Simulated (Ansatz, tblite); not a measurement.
# GeF2: charged states by level of theory

The task here is to estimate one member of a computed series from the others.

Program: Ansatz 0.2.0, Gaussian basis. Level of theory: as each input shows. These are calculated values, not measurements.

Levels to be run: charge +1 doublet, at the geometry of the singlet (PBE0-D4/def2-TZVP, PBE-D4/def2-TZVP, r2SCAN-D4/def2-TZVP, CCSD(T)/def2-TZVPP); charge -1 doublet, at the geometry of the singlet (PBE0-D4/def2-TZVPD, PBE-D4/def2-TZVPD, r2SCAN-D4/def2-TZVPD, CCSD(T)/def2-TZVPD); the starting singlet's energies come from earlier runs.

## The relaxed structure

The singlet was relaxed beforehand with PBE-D4/def2-TZVP.

3 atoms, charge 0, spin multiplicity 1.

Atoms are counted from 1 here; the program's logs count them from 0.

Bond lengths: Ge1–F2 1.772 Å, Ge1–F3 1.772 Å. Angles: F2–Ge1–F3 97.9°.

The first run:

in.yaml

```yaml
crystal:
  periodic: [false, false, false]
  atoms:
    - {symbol: Ge, position_ang: [0.004963, -0.007579, -0.776201]}
    - {symbol: F, position_ang: [1.333382, -0.019143, 0.396871]}
    - {symbol: F, position_ang: [-1.338354, 0.026722, 0.379330]}
basis:
  gaussian: {orbitals: def2-TZVP}
total_charge: 1
magnetization: {spin_polarized: true, initial_magnetization: 1}
hamiltonian: {xc: pbe0, dispersion: d4}
output: {orbitals: {seedname: orbitals}}
```

The run is started by

```sh
ansatz run in.yaml --threads 4 --pin off --events-out ev --progress --plain --max-ram 3916MiB
```

Among the steps run: Charge +1 doublet at the fixed geometry, PBE0-D4/def2-TZVP; Charge +1 doublet at the fixed geometry, PBE-D4/def2-TZVP; Charge +1 doublet at the fixed geometry, r2SCAN-D4/def2-TZVP; Charge +1 doublet at the fixed geometry, CCSD(T)/def2-TZVPP; Charge -1 doublet at the fixed geometry, PBE0-D4/def2-TZVPD; Charge -1 doublet at the fixed geometry, PBE-D4/def2-TZVPD; Charge -1 doublet at the fixed geometry, r2SCAN-D4/def2-TZVPD; Charge -1 doublet at the fixed geometry, CCSD(T)/def2-TZVPD.

One of the session's tables, all rows but one given; the rest of the session is left out.

| method | vertical electron affinity (eV) |
| --- | --- |
| HF/def2-TZVPD | 0.34 |
| PBE-D4/def2-TZVPD | 0.52 |
| r2SCAN-D4/def2-TZVPD | ? |
| PBE0-D4/def2-TZVPD | 0.66 |
| MP2/def2-TZVPD | 0.46 |
| CCSD/def2-TZVPD | 0.54 |
| CCSD(T)/def2-TZVPD | 0.53 |

Q: Estimate the row for r2SCAN-D4/def2-TZVPD from the others.

The run gave: vertical electron affinity (eV): 0.69. In the column «vertical electron affinity (eV)» it is the highest.
